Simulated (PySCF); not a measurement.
Does the structure fit the spectrum?

A compound C₄H₁₀N₂ gives the data below (simulated from a calculation) and was assigned the structure `CN1CCN1C`.

$^{13}$C{$^{1}$H} NMR (computed): δ 53.7 (CH2, 4C).

$^{1}$H NMR (600 MHz, computed): δ 2.66 (s, 8H), 0.47 (br s, 2H).

[PySCF: σ from GIAO-PBE0/pcSseg-2; geometry from PBE0-D3(BJ)/def2-TZVP; isolated molecule; averaged over atoms made equivalent by symmetry, fast rotation or ring inversion; a single conformation; no relativistic terms]

Scale: $^{1}$H (σref 31.52) and $^{13}$C (σref 186.03) vs TMS (reference shieldings calculated alike).

**Question.** Compare with the shifts computed for the proposed structure, pairing carbons in order of shift.

**Answer.** Mapped SMILES: `[CH3:1][N:2]1[CH2:3][CH2:4][N:5]1[CH3:6]`; H(Xn) means a hydrogen on atom n.

```json
{"atom": "C3", "computed for proposal": "55.3", "given list": "53.7", "difference": "+1.6"}
{"atom": "C4", "computed for proposal": "55.3", "given list": "53.7", "difference": "+1.6"}
{"atom": "C1", "computed for proposal": "49.3", "given list": "53.7", "difference": "-4.4"}
{"atom": "C6", "computed for proposal": "49.3", "given list": "53.7", "difference": "-4.4"}
```

The rms difference is 3.3 ppm and the largest -4.4 ppm at C1 (methyl carbon bonded to N). The proposal also would give 2 carbon signals, not 1. The carbon types in order of shift don't match either: CH2, CH2, CH3, CH3 for the proposal against CH2, CH2, CH2, CH2 in the data. The proposal doesn't fit.

**Question.** Which isomer fits?

**Answer.** `C1CNCCN1`.

Carbon types of the structure: 4 × CH2, leaving 2 H on heteroatoms. δC 53.7: sp3 CH2 bonded to N; the inductive effect lowers its shielding. δH 2.66: hydrogen on an sp3 CH2 bonded to N; its carbon carries N, which withdraws density. δH 0.47: hydrogen on an amine nitrogen; exchangeable; this is the value without hydrogen bonding to other molecules.

The data come from this structure; uniqueness wasn't tested.

OH/NH shifts are gas-phase values; hydrogen bonding in solution moves them, usually downfield. Shifts are as computed. Against solution values, carbons near 30 ppm lie about +3 ppm off and those near 130 ppm about +9 ppm. Of 1211 compounds with measured shifts, 218 miss one by over three times the rms of a fit or turn the order of signals round; such compounds aren't used in these exercises.
